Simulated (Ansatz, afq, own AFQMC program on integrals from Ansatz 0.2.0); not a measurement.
## AlSiH$_{3}$, singlet in cc-pVDZ, levels against CCSDT(Q)

```xyz
5

Si   -1.0730    0.0058    0.0201
Al    1.3026   -0.0070   -0.0244
H    -1.6497    1.3884    0.0057
H    -1.6376   -0.6589    1.2382
H    -1.6827   -0.7027   -1.1507
```

Connectivity, by distances: SiH3–Al.

Basis cc-pVDZ. Only valence electrons are correlated. AFQMC by an in-house program on the Cholesky factors that Ansatz 0.2.0 writes for its CCSD(T) run. The CISD trial takes its coefficients from CCSD amplitudes. Released means that phaseless walkers are propagated on without the constraint, phases kept. Free projection: walkers drawn from exp(T), propagated without any constraint. Its projection time is finite, and what remains of the start isn't in its error. Uncertainties: one standard error, sampling alone.

Determinant: UHF, the one that the program's search chose, which needn't be the lowest solution. The geometry is a point of a scan.

No full CI on the walks' own integrals is used here; CCSDT(Q) serves as the reference and is uncertain by about the last step of the cluster series.

Cautions: higher spins were not checked; an unrestricted solution with more broken spin lies lower (62 meV, ⟨S²⟩ 0.36), while this determinant keeps restricted orbitals.

The T1 diagnostic is 0.0161, the weight of the determinant in the CISD state is 0.852 and the ⟨S²⟩ of the determinant is 0.000. The size of the correlated space is 10 electrons in 41 orbitals.

Reference: CCSDT(Q), correlation energy -5.459 eV. The released energy is read at 2.40 1/Eh (meV from the phaseless value at times in 1/Eh: -8 ± 9 at 0.24, -9 ± 8 at 0.51, -15 ± 10 at 0.99, -26 ± 13 at 1.62, -24 ± 13 at 2.40).

```csv
level,E − E(reference) (kJ/mol),share of correlation (%)
HF,526.8,0.00
MP2,129.5,75.42
CCSD,16.0,96.96
CCSD(T),3.3,99.37
CCSDT,0.6,99.88
ph-AFQMC/HF,-10.9 ± 5.5,102.07
ph-AFQMC/CISD,2.6 ± 1.0,99.50
released AFQMC,0.3 ± 1.3,99.94
free AFQMC,-0.2 ± 1.0,100.04
```

Free projections are given only where their last times agree within the noise and don't stop above the reference; a slow remainder of the start can still hide under it. A walk keeps the symmetry of its determinant, which the program's search chose and which needn't be the lowest solution, so a lower state of the same spin and another symmetry isn't excluded. Released energies are given only where the last usable release times agree within the noise; a slower fall can still hide under it.
